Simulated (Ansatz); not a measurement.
The same path of BFH2O (5 atoms, charge 0, multiplicity 1) was run twice with different band settings. Lost on the way: B1–F2, B1–H3. Made: F2–H3.

All numbers below come from Ansatz 0.2.0, RKS PBE/def2-SVP.

Relaxed end points:

```xyz
5
Properties=species:S:1:pos:R:3
B 0.263 -0.077 0.056
F 0.194 -0.158 1.395
H 1.314 0.195 -0.482
O -0.836 -0.299 -0.702
H -1.621 -0.509 -0.160
```

```xyz
5
Properties=species:S:1:pos:R:3
B 0.075 -0.079 -0.823
F 1.014 0.028 1.526
H 1.185 0.115 0.570
O -1.184 -0.369 -0.963
H -1.775 -0.542 -0.203
```

Common settings: movable images 7; climbing image yes; optimiser quadratic models (default); start path through a guess of the saddle point; force threshold 0.05 eV/Å; iteration limit 60; end points relaxed.

| run | spring |
| --- | --- |
| 1 | 5.0 eV/Å² |
| 2 | 20.0 eV/Å² |

(1) What does each run give, and how far can it be trusted?

Results:

(1) Run 1: converged after 11 iterations, highest image 4.223 eV above the first end. Neighbouring images differ by up to 1.5 eV, so the band resolves the path poorly. A vibrational analysis at the climbing image gives one clearly imaginary mode, 763i cm⁻¹: a first-order saddle point.
Run 2: converged after 12 iterations, highest image 4.223 eV above the first end. Neighbouring images differ by up to 1.5 eV, so the band resolves the path poorly. Another band between the same ends (7 images) ends at a top of the same energy, where a vibrational analysis finds 1 clearly imaginary mode.
The orbitals stay closed-shell, which can raise the energy where a bond breaks towards radicals; this wasn't checked here.
